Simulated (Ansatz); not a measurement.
# CF4: the cost of one run

All numbers are computed with Ansatz 0.2.0, driven from Python. Level of theory: Hartree-Fock/cc-pVDZ.

**1. The structure**

Bond lengths: F1–C2 1.344 Å, C2–F3 1.343 Å, C2–F4 1.344 Å, C2–F5 1.343 Å. Angles: F1–C2–F3 109.5°, F1–C2–F4 109.5°, F1–C2–F5 109.5°, F3–C2–F4 109.5°, F3–C2–F5 109.5°, F4–C2–F5 109.5°.

No structure file is read: the coordinates are typed or built in the script.

**2. The code**

Input file cf4.py:

```python
"""Vibrations and zero-point energy of CF4."""

import itertools
import logging
import sys

import ansatz as az
from ase import Atoms
from ase.data import atomic_numbers, covalent_radii
from ase.thermochemistry import IdealGasThermo
import numpy as np

logging.basicConfig(stream=sys.stdout, format="[%(levelname)s] %(message)s")
log = logging.getLogger("cf4")
log.setLevel(logging.INFO)

system = (
    az.Crystal.molecule()
    .atom("F", (-0.0374, -1.0537, -0.8327))
    .atom("C", (0.0, 0.0, 0.0))
    .atom("F", (-0.1417, 1.1341, -0.7062))
    .atom("F", (-0.9989, -0.0992, 0.893))
    .atom("F", (1.1779, 0.0188, 0.6459))
)

job = (
    system.calculation()
    .basis(gaussian="cc-pVDZ")
    .functional("HF")
)
symbols = [site.symbol for site in system.cartesian_sites]
start = np.array([site.position_ang for site in system.cartesian_sites], dtype=float)
summary = job.relax(force_tolerance=0.003).run(threads=1, backend="cpu").report
end = np.array(summary["positions_ang"])

# pairs closer than 1.2 times the sum of covalent radii, before or after
radius = [covalent_radii[atomic_numbers[s]] for s in symbols]
span = lambda where, i, j: np.linalg.norm(where[i] - where[j])
bonded = [(i, j) for i, j in itertools.combinations(range(len(symbols)), 2) if min(span(start, i, j), span(end, i, j)) < 1.2 * (radius[i] + radius[j])]
log.info("pair        before    after (A)")
for i, j in bonded:
    print(f"{symbols[i]}{i}-{symbols[j]}{j}".ljust(10), f"{span(start, i, j):8.4f} {span(end, i, j):8.4f}")

# same settings at the minimum
minimum = az.Crystal.molecule()
for symbol, place in zip(symbols, end):
    minimum = minimum.atom(symbol, place.tolist())
vibrating = minimum.calculation()
vibrating = vibrating.basis(gaussian="cc-pVDZ").functional("HF")
vibrating = vibrating.phonons(temperatures=(200, 600, 100))
vib = vibrating.run(threads=1, backend="cpu").report["vibrations"]
sums = vib["harmonic_sums"]
modes = [m["omega_inv_cm"] for m in sums["modes_at_gamma"] if m["rigid_motion"] == "no"]
print("frequencies (1/cm):", " ".join(f"{w:.0f}" for w in modes))
print("imaginary modes:", sum(w < 0 for w in modes), " zero-point energy:", round(sums["zero_point_energy_ev"], 4), "eV")
# rigid rotor and ideal gas, symmetry number taken as one
gas = IdealGasThermo(vib_energies=[w / 8065.544 for w in modes if w > 0], geometry="linear" if len(modes) == 3 * len(symbols) - 5 else "nonlinear",
                     atoms=Atoms(symbols, positions=end), symmetrynumber=1, spin=0.0)
log.info(f"H(298 K) - E = {gas.get_enthalpy(298.15, verbose=False):.4f} eV")
log.info(f"S(298 K, 1 bar) = {96485.33 * gas.get_entropy(298.15, 1e5, verbose=False):.1f} J/(mol K) with symmetry number 1")
```

**3. The calls as engine input**

The package turns the script's settings into the engine's input (first run):

```yaml
crystal:
  periodic: [false, false, false]
  atoms:
    - { symbol: F, position_ang: [-0.0374, -1.0537, -0.8327] }
    - { symbol: C, position_ang: [0.0, 0.0, 0.0] }
    - { symbol: F, position_ang: [-0.1417, 1.1341, -0.7062] }
    - { symbol: F, position_ang: [-0.9989, -0.0992, 0.893] }
    - { symbol: F, position_ang: [1.1779, 0.0188, 0.6459] }
basis:
  gaussian:
    orbitals: cc-pVDZ
hamiltonian:
  xc: hf
relax:
  f_tol: 0.003
```

**4. Running it**

Run with:

```
$ python cf4.py
```

**Question.** How long does this script take on 1 thread of AMD EPYC 9R45 (Zen 5), shared host, and how much memory does it need?

About 7.1 s, with a peak of 0.25 GiB.
